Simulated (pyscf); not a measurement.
**Concerted two-bond exchange: H₂N–NH₂ + germylene (GeH₂) [singlet] → HN=GeH₂ + ammonia (NH₃)**

Gas phase, singlet surface, charge 0. Bonds broken: N1–N2, N1–H3. Bonds formed: N1–Ge7, N2–H3. PySCF, gas phase, ωB97X-D3(BJ)/def2-SVP geometries.

Transition state (Å):

```xyz
9

N     -0.9102     0.4737    -0.0972
N      1.1782     0.3627    -0.3140
H     -0.0918     1.0499    -0.5208
H     -1.1438    -0.2913    -0.7285
H      1.2516    -0.5964    -0.6682
H      1.3494     0.2838     0.6925
Ge    -1.9416     0.7422     1.3970
H     -1.8355    -0.5538     2.2566
H     -1.1785     1.8452     2.1765
```

One imaginary mode, 1252i cm⁻¹; descent along it reached the two sides named, in the forms told below.

```
bond    change  reactant side (Å)  saddle  product side
------  ------  -----------------  ------  ------------
N1–N2   breaks              1.443   2.103           3.2
N1–H3   breaks              1.023   1.087         2.220
N1–Ge7   forms              2.131   1.835         1.695
N2–H3    forms              2.000   1.459         1.027
```

Electronic energies relative to the separated reactants (eV):

| level | barrier | reaction energy | reverse barrier |
|---|---|---|---|
| ωB97X-D3(BJ)/def2-TZVP | 1.31 | -1.15 | 2.46 |
| PBE/def2-TZVP | 0.17 | -1.27 | 1.44 |
| r²SCAN/def2-TZVP | 0.20 | -1.41 | 1.61 |
| B3LYP-D3(BJ)/def2-TZVP | 0.66 | -1.13 | 1.79 |
| PBE0-D3(BJ)/def2-TZVP | 0.73 | -1.14 | 1.88 |
| M06-2X/def2-TZVP | 1.19 | -1.14 | 2.32 |
| ωB97M-D3(BJ)/def2-TZVP | 1.32 | -1.04 | 2.36 |
| HF/def2-TZVP | 2.76 | -0.75 | 3.51 |

With ωB97M-D3(BJ)/def2-TZVP energies and thermal terms (ideal gas, 1 atm, RRHO with modes under 100 cm⁻¹ raised to 100, one conformer, R ln 2 for chiral ones without a mode under 150 cm⁻¹), in eV:

```
T (K)   ΔH‡   ΔG‡     ΔH     ΔG
-----  ----  ----  -----  -----
298    1.22  1.66  -1.09  -1.07
600    1.26  2.10  -1.07  -1.06
900    1.31  2.50  -1.06  -1.05
1200   1.35  2.90  -1.05  -1.06
```

On the reactant side the descent ends in an adduct with a Ge–N contact, 1.31 eV under the separated species and 2.62 eV under the saddle at ωB97X-D3(BJ)/def2-TZVP. What is counted as formed (Ge–N) is already present as a longer contact in the reactant adduct; forming that adduct is a step of its own. The products may also form a dative adduct at HN=GeH₂; it and routes through it were not searched. The same reactants have a lower exit, to H₂N–NH–GeH₃ (barrier +0.92 eV at ωB97M-D3(BJ)/def2-TZVP, against +1.32 eV here). HN=GeH₂ lies 1.61 eV over its isomer H₂N–GeH: [singlet] (electronic energy, ωB97M-D3(BJ)/def2-TZVP). One saddle was located; it need not be the lowest between these sides. One closed-shell reference is unstable to symmetry breaking; treat the single-reference values with care. Elements up to Kr have no core potential and no relativistic terms here.
